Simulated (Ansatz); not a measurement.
How well does each level of theory give the magnetic moment of fcc Ni?

Reference value: 0.57 μB (measured, temperature not stated, spin, per atom, our sources range from 0.52 to 0.57; as tabulated in Ekholm et al. (2018), arXiv:1806.11289).

```
level (code)                   value (μB)  cell (Å³/atom)  difference (μB)
-----------------------------  ----------  --------------  ---------------
LDA (Ansatz)                         0.58           10.03            +0.01
BLYP (Ansatz)                        0.63           11.45            +0.06
PBE (Ansatz)                         0.64           10.89            +0.07
PBE-D3(BJ) (Ansatz)                  0.62           10.52            +0.05
PBE-D4 (Ansatz)                      0.63           10.56            +0.06
rVV10 (Ansatz)                       0.63           11.06            +0.06
r²SCAN+rVV10 (Ansatz)                0.73           10.40            +0.16
B3LYP (VWN-RPA form) (Ansatz)        0.78           11.18            +0.21
Hartree–Fock (Ansatz)                1.65           10.53            +1.08
```

Once the reference is moved by up to 0.10 μB (a margin picked here for doubts on the reference and the settings, and for temperature and zero-point motion) and values within 0.02 μB count as equal, the nearest can be LDA (+0.01 μB), PBE-D3(BJ) (+0.05 μB), BLYP (+0.06 μB), PBE-D4 (+0.06 μB), rVV10 (+0.06 μB) or PBE (+0.07 μB). Farthest off among them: Hartree–Fock (+1.08 μB).

Computed moments are spin moments: for ferromagnetic elements the cell's total per atom, else within a sphere about the site; measured ones can hold an orbital part. Other magnetic orders were not compared. Spin-polarised runs: LDA (parallel moments), BLYP (parallel moments), PBE (parallel moments), PBE-D3(BJ) (parallel moments), PBE-D4 (parallel moments), rVV10 (parallel moments), r²SCAN+rVV10 (parallel moments), B3LYP (VWN-RPA form) (parallel moments), Hartree–Fock (parallel moments). Hartree–Fock: exact exchange on metals is sensitive to the k mesh and can open a false gap. Hartree–Fock: the PAW data were made under another functional than the one run. Hartree–Fock: the run warned that the count of filled bands differs between k points. Values are at the level's own equilibrium cell; Hartree–Fock at the r²SCAN cell. Cutoffs and k meshes differ between the levels. Ansatz's density-functional and Hartree–Fock values are scalar-relativistic unless marked +SOC, with PAW data made under PBE.

Differences are worked out from the printed values.

Ansatz is a program for electronic structure.
